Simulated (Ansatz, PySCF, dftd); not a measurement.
Reaction: C3H4 (SMILES C1=CC1) → C3H3 (SMILES [CH]1C=C1, doublet) + H (doublet) (the C-H bond breaks)
Each species at its own B3LYP-D3(BJ)/def2-TZVP minimum (Ansatz, an electronic-structure program).

Property: bond dissociation energy (enthalpy at 298 K, ideal-gas terms from PySCF's Hessians at B3LYP-D3(BJ)/def2-TZVP), in kcal/mol. Radicals and triplets start from unrestricted determinants; spin-orbit coupling is neglected. Cores are frozen in correlated methods. Rows without X2C or -DK are non-relativistic. CBS(X,Y): correlation extrapolated as X^-3, Hartree-Fock from the larger set (Q,5: extrapolated as (X+1)exp(-9√X)). A bracket is a step between two methods taken in the basis named. The functionals are non-relativistic, so their misses hold any scalar relativity. Double hybrids freeze cores in their MP2 part. '+ core + X2C': CCSD(T) terms for core correlation (cc-pwCVTZ) and scalar relativity (cc-pVTZ-DK). Where a partner has so few electrons that a lower coupled-cluster level is exact, that level stands in.

From measured enthalpies of formation at 298 K: 100.6 kcal/mol (Active Thermochemical Tables 1.112 (ions: stationary electron), as tabulated in the package chemicals). The calculations leave out spin-orbit terms.

| level | program | bond dissociation energy (kcal/mol) | error against that value |
|---|---|---|---|
| PBE/def2-TZVPD | Ansatz | 95.4 | -5.2 |
| r2SCAN-D4/def2-TZVPD | Ansatz + dftd4 | 94.5 | -6.1 |
| PBE0/def2-TZVPD | Ansatz | 95.5 | -5.1 |
| r2SCANh-D4/def2-TZVPD | Ansatz + dftd4 | 94.5 | -6.1 |
| CAM-B3LYP/def2-TZVPD | Ansatz | 97.6 | -3.0 |
| B2GP-PLYP-D3(BJ)/def2-TZVPD | Ansatz + dftd3 | 97.1 | -3.5 |
| B2GP-PLYP-D4/def2-TZVPD | Ansatz + dftd4 | 97.1 | -3.5 |
| MP2/CBS(cc-pVQZ,cc-pV5Z) | Ansatz | 99.7 | -0.9 |
| CCSD/CBS(cc-pVQZ,cc-pV5Z) | Ansatz | 99.5 | -1.1 |
| CCSD(T)/cc-pVDZ | Ansatz | 96.4 | -4.2 |
| CCSD(T)/cc-pVQZ | Ansatz | 99.9 | -0.7 |
| CCSDT(Q)/cc-pVDZ | Ansatz | 96.3 | -4.3 |
| CCSD(T)/CBS(cc-pVQZ,cc-pV5Z) + [CCSDT(Q) - CCSD(T)]/cc-pVDZ + core + X2C | Ansatz | 100.1 | -0.5 |
